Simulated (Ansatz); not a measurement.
# BSiH2 (quartet): from Hartree-Fock to the top rungs, def2-QZVPP

An exercise on one series of results from a longer session: the logs are not shown, and one member is left open.

Computed with Ansatz 0.2.0, Gaussian basis. Level: def2-QZVPP, core rule «outside noble gas», up to 6 orbitals frozen.

Plan: UHF; ROHF; CCSD(T) on UHF.

### The geometry

The geometry is a PBE0/def2-TZVP stationary point (not a proven minimum).

4 atoms, charge 0, spin multiplicity 4.

Atoms are counted from 1 here; the program's logs count them from 0.

Bond lengths: Si1–B2 1.871 Å, Si1–H3 1.488 Å, Si1–H4 1.488 Å. Angles: B2–Si1–H3 125.4°, B2–Si1–H4 125.4°, H3–Si1–H4 109.2°.

The first run:

Input file in.yaml:

```yaml
crystal:
  periodic: [false, false, false]
  atoms:
    - {symbol: Si, position_ang: [0.000000, 0.000000, 0.451790]}
    - {symbol: B, position_ang: [0.000000, 0.000000, -1.418773]}
    - {symbol: H, position_ang: [0.000000, 1.212692, 1.314369]}
    - {symbol: H, position_ang: [0.000000, -1.212692, 1.314369]}
basis:
  gaussian: {orbitals: "def2-QZVPP.json"}
magnetization: {spin_polarized: true, initial_magnetization: 3}
hamiltonian: {xc: hf}
output: {orbitals: {seedname: orbitals}}
```

Command:

```sh
$ ansatz run in.yaml --threads 1 --pin off --events-out ev --progress --plain --max-ram 2393MiB
```

Among the steps run: UHF; ROHF; CCSD(T) on UHF.

One of the session's tables, all rows but one given; the rest of the session is left out.

```
  method  from UCCSD(T) (meV)
    ROHF                    ?
     UHF              +5530.5
    UMP2              +1027.9
   UCCSD               +222.5
UCCSD(T)                    0
```

Q: Estimate the row for ROHF from the others.

As computed: from UCCSD(T) (meV): +5588.1. In the column «from UCCSD(T) (meV)» it is the highest.
